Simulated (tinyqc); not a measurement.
Inside a calculation. Method: Hueckel theory of the pi electrons, for the molecule c1c[cH-]nc1 (SMILES; centres numbered as the heavy atoms are written). Computed by tinyqc, a small Python program that keeps every step. Settings: charge = -1. Command: `OMP_NUM_THREADS=1 python tinyqc.py 22926 22927 out.jsonl` (the two numbers bound the seeds that draw the settings). One thread of a shared host (Intel(R) Xeon(R) Processor @ 2.60GHz), about 0.01 s of CPU time with the checks.

## The Hueckel matrix

Centres:
```
centre  z_r, pi electrons of the neutral centre         h
1C                                            1  0.000000
2C                                            1  0.000000
3C                                            1  0.000000
4N                                            1  0.540000
5C                                            1  0.000000
```

Bonds:
```
i  j  k
1  2  1
2  3  1
3  4  1
4  5  1
5  1  1
```

H_rr = alpha + h_r beta, H_rs = k_rs beta for bonded centres.

Hueckel matrix in units of beta (H = alpha + beta A):
```
          1C        2C        3C        4N        5C
1C  0.000000  1.000000  0.000000  0.000000  1.000000
2C  1.000000  0.000000  1.000000  0.000000  0.000000
3C  0.000000  1.000000  0.000000  1.000000  0.000000
4N  0.000000  0.000000  1.000000  0.540000  1.000000
5C  1.000000  0.000000  0.000000  1.000000  0.000000
```

## Orbitals

pi electrons, sum of z_r less the charge = 6

Diagonalise; E = alpha + x beta with beta < 0, so the largest x are filled first; degenerate levels share their electrons. P = sum n_i c_ri c_si; each orbital has its largest coefficient positive (the first on a tie).

x values: 2.134991  0.833082  0.618034  -1.428072  -1.618034

occupations: 2.000000  2.000000  2.000000  0.000000  0.000000

coefficients:
```
         MO1        MO2        MO3        MO4        MO5
1C  0.389194  -0.546100  -0.371748   0.224284   0.601501
2C  0.389194  -0.546100   0.371748   0.224284  -0.601501
3C  0.441731   0.091154   0.601501  -0.544577   0.371748
4N  0.553898   0.622039   0.000000   0.553412   0.000000
5C  0.441731   0.091154  -0.601501  -0.544577  -0.371748
```

charge and bond-order matrix P:
```
           1C         2C         3C         4N         5C
1C   1.175787   0.623000  -0.202934  -0.248243   0.691493
2C   0.623000   1.175787   0.691493  -0.248243  -0.202934
3C  -0.202934   0.691493   1.130478   0.602751  -0.316736
4N  -0.248243  -0.248243   0.602751   1.387471   0.602751
5C   0.691493  -0.202934  -0.316736   0.602751   1.130478
```

## Energy, charges, bond orders

E = sum n x; q_r = z_r - P_rr; bond order p = P_rs; free valence = sqrt(3) - sum of p over the bonds of the atom.

pi energy = 6 alpha + this times beta = 7.172212

pi charges: 1C -0.175787, 2C -0.175787, 3C -0.130478, 4N -0.387471, 5C -0.130478

Bond orders and lengths from R = 1.517 - 0.180 p (angstrom, C-C alone):
```
bond         p         R
1-2   0.623000  1.404860
2-3   0.691493  1.392531
3-4   0.602751         -
4-5   0.602751         -
5-1   0.691493  1.392531
```

free valence of the carbons: 1C 0.417557, 2C 0.417557, 3C 0.437806, 5C 0.437806

gap between the highest filled and the next level = 2.046106 |beta|
